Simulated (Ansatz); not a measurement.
# C2H3F2N: a ladder of functionals and wavefunction methods

An exercise on one series of results from a longer session: the logs are not shown, and one member is left open.

Method: functionals in def2-TZVPP, the program's frozen cores in correlated methods; program: Ansatz 0.2.0, Gaussian basis.

The runs, in order: LDA (SPW92), PBE-D4, revPBE-D4, BLYP-D4, r2SCAN-D4, B97M-V, PBE0-D4, B3LYP-D4, r2SCANh-D4, r2SCAN0-D4, HSE06-D4, BHLYP-D4, CAM-B3LYP-D4, LC-ωPBE, ωB97X-V, ωB97M-V, B2PLYP, PBE-QIDH; CCSD(T)/def2-SVP; CCSD(T)/def2-TZVPP; MP2/def2-QZVPP; extrapolation to the limit; RPA on PBE.

## The relaxed structure

The geometry comes from an earlier relaxation with PBE0-D4 in a triple-zeta def2 set; it is a stationary point, not always the lowest conformer.

SMILES `N=CC(F)F`, 8 atoms, charge 0, spin multiplicity 1.

Atoms are counted from 1 here; the program's logs count them from 0.

Bond lengths: N1–C2 1.258 Å, N1–H6 1.020 Å, C2–C3 1.501 Å, C2–H7 1.096 Å, C3–F4 1.357 Å, C3–F5 1.357 Å, C3–H8 1.092 Å. Angles: C2–N1–H6 111.4°, N1–C2–C3 119.1°, N1–C2–H7 126.0°, C3–C2–H7 114.9°, C2–C3–F4 109.3°, C2–C3–F5 109.3°, C2–C3–H8 112.2°, F4–C3–F5 107.2°, F4–C3–H8 109.4°, F5–C3–H8 109.4°.

Set-up of the first run:

Contents of in.yaml:

```yaml
crystal:
  periodic: [false, false, false]
  atoms:
    - {symbol: N, position_ang: [-1.229514, 0.897474, 0.254275]}
    - {symbol: C, position_ang: [-0.122577, 0.523140, -0.212947]}
    - {symbol: C, position_ang: [0.420659, -0.818554, 0.184304]}
    - {symbol: F, position_ang: [0.610871, -1.571759, -0.927936]}
    - {symbol: F, position_ang: [1.633355, -0.654791, 0.770105]}
    - {symbol: H, position_ang: [-1.485896, 1.822070, -0.090479]}
    - {symbol: H, position_ang: [0.510639, 1.092093, -0.903766]}
    - {symbol: H, position_ang: [-0.245235, -1.346773, 0.870544]}
basis:
  gaussian: {orbitals: def2-TZVPP}
hamiltonian: {xc: lda}
output: {orbitals: {seedname: orbitals}}
```

Among the steps run: LDA; PBE-D4 (GGA); revPBE-D4 (GGA); BLYP-D4 (GGA); r2SCAN-D4 (meta-GGA); B97M-V (meta-GGA); PBE0-D4 (hybrid); B3LYP-D4 (hybrid); r2SCANh-D4 (hybrid); r2SCAN0-D4 (hybrid); HSE06-D4 (hybrid); BHLYP-D4 (hybrid); CAM-B3LYP-D4 (range-separated); LC-ωPBE (range-separated); ωB97X-V (range-separated); ωB97M-V (range-separated); B2PLYP (double hybrid); PBE-QIDH (double hybrid).

One table of the session follows, with a row left open; its other results are not shown here.

It belongs to the step «Frontier levels by functional». 

| functional | HOMO (eV) | gap (eV) |
| --- | --- | --- |
| LDA (SPW92) | -6.94 | 4.37 |
| PBE-D4 | -6.84 | 4.57 |
| revPBE-D4 | -6.79 | 4.63 |
| BLYP-D4 | -6.78 | 4.63 |
| r2SCAN-D4 | -7.19 | 5.12 |
| B97M-V | -7.39 | 5.46 |
| PBE0-D4 | -8.44 | 7.32 |
| B3LYP-D4 | -8.23 | 6.83 |
| r2SCANh-D4 | -7.79 | 6.14 |
| r2SCAN0-D4 | -8.68 | 7.67 |
| HSE06-D4 | -8.03 | 6.52 |
| BHLYP-D4 | -10.02 | 10.16 |
| CAM-B3LYP-D4 | ? | ? |
| LC-ωPBE | -11.28 | 12.66 |
| ωB97X-V | -10.95 | 12.26 |
| ωB97M-V | -10.86 | 12.08 |

Q: Estimate the row for CAM-B3LYP-D4 from the others.

The run gave: HOMO (eV): -9.95; gap (eV): 10.05. In the column «HOMO (eV)» it lies between BHLYP-D4 (-10.02) and r2SCAN0-D4 (-8.68).
